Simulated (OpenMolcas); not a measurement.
Potential curves of SiC: spin-free states

Calculated with OpenMolcas 26.06: state-averaged CASSCF(8,8) over Si 3s 3p, C 2s 2p, XMS-CASPT2 (IPEA 0.25, imaginary shift 0.2 hartree), scalar X2C, ANO-RCC-VTZP, then RASSI spin–orbit state interaction with atomic mean-field integrals. C2 symmetry about the axis (a holds Σ, Δ, Γ; b holds Π, Φ, H; Σ⁺ and Σ⁻ are not told apart); roots by multiplicity and irrep: 3b 6, 3a 2, 1a 4, 1b 2, 5b 2, 5a 1.

XMS-CASPT2 energies in eV from the lowest point. Curves are followed by energy order within each symmetry, so they are adiabatic and may change character at avoided crossings; Σ⁺ and Σ⁻ are counted together.

```tsv
R (Å)	(1)3Π	(1)1Σ	(1)1Π	(1)1Δ	(2)1Σ
1.494	1.206	1.126	2.211	3.398	3.865
1.581	0.406	0.576	1.381	2.223	2.715
1.659	0.091	0.436	1.029	1.604	2.105
1.737	0.000	0.507	0.932	1.283	1.786
1.824	0.113	0.737	1.020	1.160	1.676
1.911	0.355	1.040	1.240	1.208	1.751
2.032	0.811	1.480	1.669	1.443	2.070
2.189	1.478	2.007	2.285	1.886	2.645
2.432	2.457	2.828	3.166	2.696	3.433
2.779	3.571	3.651	4.045	3.577	3.867
```

The 5 lowest clean curves are shown; the next is (1)5Π, from 2.03 eV. Left out for impure symmetry, kinks or missing points, though low: (1)3Σ. Only roots inside an energy window near the equilibrium distance were included, so the list of states is not complete; labels number the states computed. Each spin and symmetry block has orbitals of its own, averaged over its own roots, so gaps between blocks are less sure than gaps within one and near the minimum can be off by tenths of an eV, in bad cases by more. No Rydberg orbitals are active, so Rydberg states, and σ→σ* states whose orbital the CASSCF left unused, can be missing between those listed. CASPT2 splits the two components of degenerate states numerically, here by up to 143 cm⁻¹. Points that failed a check (symmetry, reference weights, a jump) are left out.
